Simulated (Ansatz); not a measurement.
# BS− (singlet): relaxing a cheap start

Where does this start of BS− (singlet) end when it is relaxed?

Program: Ansatz 0.2.0, Gaussian basis. Level of theory: RKS PBE0/def2-TZVPD. These are calculated values, not measurements.

### Step 1. The system as given

2 atoms, charge -1, spin multiplicity 1.

Atoms are counted from 1 here; the program's logs count them from 0.

Bond lengths: B1–S2 1.758 Å.

As a file:

```xyz
2
BS
B     0.0000    0.0000    0.0000
S     0.0000    0.0000    1.7577
```

The start is set by covalent radii. Sticks and bond lists go by distance. 

### Step 2. Relaxation

Contents of in.yaml:

```yaml
crystal:
  periodic: [false, false, false]
  atoms:
    - {symbol: B, position_ang: [0.000000, 0.000000, 0.000000]}
    - {symbol: S, position_ang: [0.000000, 0.000000, 1.757700]}
basis:
  gaussian: {orbitals: def2-TZVPD}
total_charge: -1
hamiltonian: {xc: pbe0}
relax: {f_tol: 0.004, max_steps: 80}
```

Run with:

```bash
ansatz run in.yaml --threads 1 --pin off --events-out ev --progress --plain --max-ram 2176MiB
```

Before running it: what results should come out? Wanted: energy gained; shift from the start; total energy.

As calculated:

```
                  quantity           value
                     steps               4
             energy gained        0.070 eV
shift from the start (rms)         0.036 Å
              total energy  -11507.4697 eV
```

In words: The bonds of the start are those of the end. B1–S2 went from 1.758 to 1.685 Å. No vibrations were run, so this is a stationary point, not a proven minimum, and this spin need not be the ground state's.
